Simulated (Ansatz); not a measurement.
Ideal-gas functions of C$_{4}$H$_{3}$S (`[c]1ccsc1`) radical at 400 K and 1 bar, from an Ansatz frequency run at PBE0-D4/def2-TZVP.

Molar mass 83.14 g/mol, point group Cs (symmetry number 1), electronic degeneracy 2, moments of inertia 60.44, 87.116, 147.556 u Å². Harmonic wavenumbers (cm⁻¹, unscaled): 457, 560, 610, 654, 754, 758, 827, 878, 886, 1073, 1094, 1187, 1366, 1450, 1532, 3241, 3261, 3277.

Use S(trans) = R[1.5 ln M + 2.5 ln T − 1.1517]; rotational temperatures θ = 24.2544 K / I; S(rot) = R[ln(√π/σ · √(T³/θAθBθC)) + 1.5]; for each mode x = 1.438777 ν̃/T, S = R[x/(eˣ − 1) − ln(1 − e⁻ˣ)] and H = RT x/(eˣ − 1); 1 cm⁻¹ = 0.0119627 kJ/mol; R = 8.31446 J/(mol·K).

Q: By hand: the entropy, in J/(mol·K).

A: Translation 170.1. Rotation: θ = 0.4013, 0.2784, 0.1644 K, giving 108.6. Vibration, mode by mode: 5.06, 3.77, 3.27, 2.89, 2.17, 2.15, 1.77, 1.53, 1.49, 0.87, 0.82, 0.62, 0.36, 0.28, 0.22, 0.00, 0.00, 0.00, in all 27.3. Electronic 5.8. Sum 311.8 J/(mol·K).

Q: By hand: H − E and G − E in kJ/mol, counted from the electronic energy.

A: Zero-point energy ½ × 23865 × 0.0119627 = 142.7; thermal vibration 7.8; translation, rotation and pV give 4 RT = 13.3. H − E = 163.8 kJ/mol, and G − E = 163.8 − 400 × 311.8/1000 = 39.1 kJ/mol.

Vibration gives 9 % of the entropy.
